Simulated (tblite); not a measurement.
Compound: C4H9N2 (doublet state).
Z-matrix (Å and degrees, GFN2-xTB geometry), rows numbered from 1:
```
N 
C   1  1.2234
C   2  1.5180  1  128.07
C   3  1.5261  2  111.48  1    27.29
C   4  1.5229  3  110.77  2   -57.00
N   5  1.4481  4  110.86  3   -66.71
H   2  1.1007  1  119.93  3  -178.15
H   3  1.0930  2  106.48  1   -92.04
H   3  1.0912  2  109.63  1   150.43
H   4  1.0938  3  108.81  2  -178.43
H   4  1.0917  3  109.61  2    63.30
H   5  1.1121  4  105.75  3    49.89
H   5  1.1027  4  110.27  3   166.36
H   6  1.0128  5  110.79  4   177.45
H   6  1.0149  5  111.00  4   -62.00
```

Calculated harmonic vibrations of the isolated species, GFN2-xTB (tblite), most abundant isotopes, no scaling. Against measured fundamentals such values can be off by several per cent, at times by over 20. One conformer, not necessarily the lowest. Open shells enter through the occupations alone, without spin polarisation, and single modes of such species can be off by tens of per cent.

Harmonic wavenumbers (cm⁻¹): 103.5, 120.6, 190.1, 225.5, 253.0, 353.0, 465.9, 565.4, 733.1, 795.1, 863.6, 886.7, 950.8, 972.1, 1008.8, 1074.3, 1086.5, 1143.8, 1167.2, 1184.3, 1237.9, 1242.8, 1297.1, 1332.6, 1351.9, 1430.1, 1449.7, 1464.9, 1553.5, 1801.4, 2691.8, 2772.7, 2822.3, 2949.4, 2967.3, 2982.7, 2988.6, 3380.2, 3430.6.

A = 5584, B = 2655, C = 2241 MHz; mass 85.077 u (most abundant isotopes); point group C1, symmetry number 1; spin multiplicity 2.

Q: What is the zero-point energy?

A: ½Σν̃ = 27645 cm⁻¹ = 330.71 kJ/mol.

Q: What is S at 298.15 K and 1 bar for an ideal gas of classical rigid rotors and harmonic oscillators?

A: Translation 164.27, rotation 111.60, vibration 68.29, spin (R ln 2) 5.76: S = 349.9 J/(mol K).

Q: And Cp and H(298.15 K) − H(0)?

A: Cp = 114.46 J/(mol K), of which vibrations give 81.20 (their classical limit is 39 R = 324.3); H(298.15 K) − H(0) = 21.49 kJ/mol without the zero-point energy, 11.57 from vibrations.

Q: Which modes carry the vibrational entropy at 298.15 K?

A: 103.5 cm⁻¹: 14.17; 120.6 cm⁻¹: 12.93; 190.1 cm⁻¹: 9.32; 225.5 cm⁻¹: 8.01; 253.0 cm⁻¹: 7.15; 353.0 cm⁻¹: 4.82 J/(mol K); the other 33 give 11.88 together.

Q: What must be added to the electronic energy to get the Gibbs energy at 298.15 K and 1 bar?

A: ZPE + [H(298.15 K) − H(0)] − T·S = 330.71 + 21.49 − 104.33 = 247.87 kJ/mol.

Q: Blend soft modes into free rotors: weight 1/[1 + (100 cm⁻¹/ν̃)⁴] for the oscillator and the rest for a rotor with moment μB/(μ + B), μ = h/(8π²ν), B = 10⁻⁴⁴ kg m². What vibrational entropy results?

A: 66.68 J/(mol K) in place of 68.29, which changes −T·S at 298.15 K by +0.48 kJ/mol.

Hindered rotation and anharmonicity are outside this model. Other conformers, if any are populated, would add a mixing term that is left out. The structure is chiral; the term R ln 2 for an equal mix with its mirror image is left out.
